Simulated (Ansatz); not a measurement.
# What a trial cell of Au2Br relaxes into

All numbers below come from DFT PBE, scalar-relativistic, plane waves, PAW in Ansatz 0.2.0. Cutoff 420 eV, Γ-centred k mesh, Gaussian smearing, no spin polarisation in the final step.

The start puts Au2Br on the AlB2 structure type (P6/mmm, No. 191), with Br in place of Al, Au in place of B, at a guessed volume.

```xyz
3
Lattice="4.0548 0.0000 0.0000 -2.0274 3.5116 0.0000 0.0000 0.0000 4.3781" Properties=species:S:1:pos:R:3 pbc="T T T"
Au    0.0000    2.3410    2.1891
Au    2.0274    1.1705    2.1891
Br    0.0000    0.0000    0.0000
```

Cell and atoms relax at zero pressure; the relaxation can't lower the symmetry of the start. After a coarse first stage the cell is made exact in the group found at 0.06 Å.

Energies over the elements count from the elements' standard structures at the same level, with no empirical corrections.

Question: Describe the relaxed structure.

Answer: It keeps P6/mmm (No. 191), but not the shape of the type it started on. Conventional cell: a = 4.668 Å, c = 3.668 Å. Around Au lie 3 Au at 2.70 Å; Br has 12 Au at 3.26 Å and 2 Br at 3.67 Å.

Space group P6/mmm (No. 191). a = 4.668 Å, b = 4.668 Å, c = 3.668 Å, α = 90.00°, β = 90.00°, γ = 120.00°
```json
{"atom": "Au", "site": "2d", "symmetry": "-6m2", "x": "0.3333", "y": "0.6667", "z": "0.5000"}
{"atom": "Br", "site": "1a", "symmetry": "6/mmm", "x": "0.0000", "y": "0.0000", "z": "0.0000"}
```

Question: What are its volume, energy, density and gap?

Answer: The volume per atom is 23.08 Å³, the density is 11.36 g/cm³ and the energy over the elements is 0.45 eV/atom. The gap on the 12×12×12 mesh is 0 eV (a metal).

The final run used a 12×12×12 mesh on its 3-atom cell and 0.10 eV smearing. The k mesh leaves about 4 meV/atom of noise in metals. Spin–orbit coupling is left out. A structure relaxed within its symmetry needn't be a true minimum.

Cost: 4 runs of about 0.75 core-minutes in all, on Intel Xeon 6975P-C (Granite Rapids) (shared hosts).